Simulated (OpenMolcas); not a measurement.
**CH5OSi (SMILES C[SiH]O) at ROCCSD[T]/MIDI**

What is the vertical doublet–quartet gap of CH5OSi at ROCCSD[T]/MIDI? 

The calculation is run with OpenMolcas 26.06.

1 further run of the same task is left out (set aside as unsound or not needed).

### Step 1. The structure to begin with

CH5OSi has 8 atoms, charge 0, and is taken as a doublet. SMILES: `C[SiH]O`. Geometry: relaxed at PBE0-D4/def2-TZVP. This is one conformer, not always the lowest.

Bond lengths: C1–Si2 1.864 Å, Si2–O3 1.657 Å, C1–H4 1.092 Å, C1–H5 1.092 Å, C1–H6 1.094 Å, Si2–H7 1.502 Å, O3–H8 0.958 Å. Angles: C1–Si2–O3 106.3°, C1–Si2–H7 111.0°, O3–Si2–H7 110.1°, Si2–C1–H4 111.0°, Si2–C1–H5 110.4°, Si2–C1–H6 110.1°, Si2–O3–H8 117.0°, H4–C1–H5 108.4°, H4–C1–H6 108.4°, H5–C1–H6 108.5°.

### Step 2. The energy at ROCCSD[T]/MIDI

test.input reads:

```
&GATEWAY
BasLib = $CurrDir
Coord
8
angstrom
C       -0.688200       0.901800      -0.099400
Si       0.670300      -0.323400      -0.458400
O        0.201200      -1.753600       0.234600
H       -1.628600       0.589000      -0.557100
H       -0.424700       1.887000      -0.490900
H       -0.841600       0.986400       0.980700
H        1.974600       0.132900       0.129400
H        0.828900      -2.477200       0.205400
Basis = MIDI
Group = NoSym
&SEWARD
&SCF
UHF
Spin = 2
PrOrbitals = 1 2
&RASSCF
FileOrb = $Project.UnaOrb
Spin = 2
Nactel = 1 0 0
Inactive = 16
Ras2 = 1
OutOrbitals = Canonical
OrbListing = Nothing
&MOTRA
JobIph
Frozen = 7
&CCSDT
CCT
Triples = 1
Iterations = 50
Extrapolation = 5 4
```

The basis set MIDI is read from a file made from the Basis Set Exchange's data (not shown).

The run is started by

```
$ export MOLCAS_MEM=1860
$ pymolcas test.input > test.log
```

Output:

```text
--- Start Module: gateway ---
[...]
--- Stop Module: gateway /rc=_RC_ALL_IS_WELL_ ---
[...]
      Basis functions           41
[...]
       Convergence after  13 Iterations
[...]
::    Total SCF energy                               -402.3280090886
[...]
      Total spin, S                                     0.5009717448
[...]
      Number of active orbitals                  1
[...]
      Spin quantum number                      0.5
[...]
      Active orbitals                            1
[...]
      Number of CSFs                             1
[...]
      Number of root(s) required                 1
[...]
      Convergence after  8 iterations
[...]
      printout of CI-coefficients larger than  0.05 for root  1
      energy=    -402.327392
      conf/sym  1     Coeff  Weight
             1  u   1.00000 1.00000
      Natural orbitals and occupation numbers for root  1
      sym 1:   1.000000
      ************************************************************************************************************************
      *                                                    Final results                                                     *
[...]
::    RASSCF root number  1 Total energy:   -402.32739169
[...]
      Total electronic charge=   33.000000
      Total            charge=   -0.000000
[...]
      Dipole Moment (debye):
      Origin of the operator (angstrom)=    0.2232   -0.4122   -0.1638
                   X=  8.5813E-01               Y=  2.5291E-01               Z= -5.4382E-01           Total=  1.0469E+00
      Quadrupole Moment (debye*angstrom):
[...]
--- Start Module: motra ---
[...]
      *** WARNING: Default frozen orbitals is overwritten by user input.
      *** Default values:   4
[...]
--- Stop Module: motra /rc=_RC_ALL_IS_WELL_ ---
--- Start Module: ccsdt ---
[...]
      Convergence after                    14  Iterations
      Total energy (diff) :    -402.60195462      -0.00000008
[...]
       CCSD     =      -402.6019546216368
[...]
--- Stop Module: ccsdt /rc=_RC_ALL_IS_WELL_ ---
[...]
```

Run time: 3.9 s. Hardware: 1 thread of Arm Neoverse V2, shared host; peak memory 0.37 GiB.

### Step 3. The quartet at the same level

test.inp reads:

```
* CH5OSi CCSD[T]

&GATEWAY
 BasLib = $CurrDir
 Coord
 8
 angstrom
 C       -0.688200       0.901800      -0.099400
 Si       0.670300      -0.323400      -0.458400
 O        0.201200      -1.753600       0.234600
 H       -1.628600       0.589000      -0.557100
 H       -0.424700       1.887000      -0.490900
 H       -0.841600       0.986400       0.980700
 H        1.974600       0.132900       0.129400
 H        0.828900      -2.477200       0.205400
 Basis = MIDI
 Group = NoSym

&SEWARD

&SCF
 UHF
 Spin = 4
 PrOrbitals = 1 2

&RASSCF
 FileOrb = $Project.UnaOrb
 Spin = 4
 Nactel = 3 0 0
 Inactive = 15
 Ras2 = 3
 OutOrbitals = Canonical
 OrbListing = Nothing

&MOTRA
 JobIph
 Frozen = 7

&CCSDT
 CCT
 Triples = 1
 Iterations = 50
 Extrapolation = 5 4
```

The basis set MIDI is read from a file made from the Basis Set Exchange's data (not shown).

The run is started by

```
$ export MOLCAS_MEM=1860
$ pymolcas test.inp > test.log
```

Output:

```text
--- Start Module: gateway ---
[...]
--- Stop Module: gateway /rc=_RC_ALL_IS_WELL_ ---
[...]
      Basis functions           41
[...]
       Convergence after  28 Iterations
[...]
::    Total SCF energy                               -402.0752136886
[...]
      Total spin, S                                     1.5016401826
[...]
      Number of active orbitals                  3
[...]
      Spin quantum number                      1.5
[...]
      Active orbitals                            3
[...]
      Number of CSFs                             1
[...]
      Number of root(s) required                 1
[...]
      Convergence after 13 iterations
[...]
      printout of CI-coefficients larger than  0.05 for root  1
      energy=    -402.072278
      conf/sym  111     Coeff  Weight
             1  uuu   1.00000 1.00000
      Natural orbitals and occupation numbers for root  1
      sym 1:   1.000000   1.000000   1.000000
      ************************************************************************************************************************
      *                                                    Final results                                                     *
[...]
::    RASSCF root number  1 Total energy:   -402.07227791
[...]
      Total electronic charge=   33.000000
      Total            charge=   -0.000000
[...]
      Dipole Moment (debye):
      Origin of the operator (angstrom)=    0.2232   -0.4122   -0.1638
                   X= -8.6209E-01               Y=  3.8819E-01               Z=  8.8000E-02           Total=  9.4955E-01
      Quadrupole Moment (debye*angstrom):
[...]
--- Start Module: motra ---
[...]
      *** WARNING: Default frozen orbitals is overwritten by user input.
      *** Default values:   4
[...]
--- Stop Module: motra /rc=_RC_ALL_IS_WELL_ ---
--- Start Module: ccsdt ---
[...]
      Convergence after                    19  Iterations
      Total energy (diff) :    -402.32530042      -0.00000002
[...]
       CCSD     =      -402.3253004246019
[...]
--- Stop Module: ccsdt /rc=_RC_ALL_IS_WELL_ ---
[...]
```

It took 4.8 s on 1 thread of Arm Neoverse V2, shared host; peak memory 0.37 GiB.

### Step 4. Summary of results

At ROCCSD[T]/MIDI, 7 core orbitals frozen:

```
                                        quantity          value
                           doublet: total energy  -402.60824 Eh
                           quartet: total energy  -402.33159 Eh
vertical energy of the quartet above the doublet       7.528 eV
```

What this shows: At this shape the quartet lies 7.53 eV (174 kcal/mol) above the doublet.
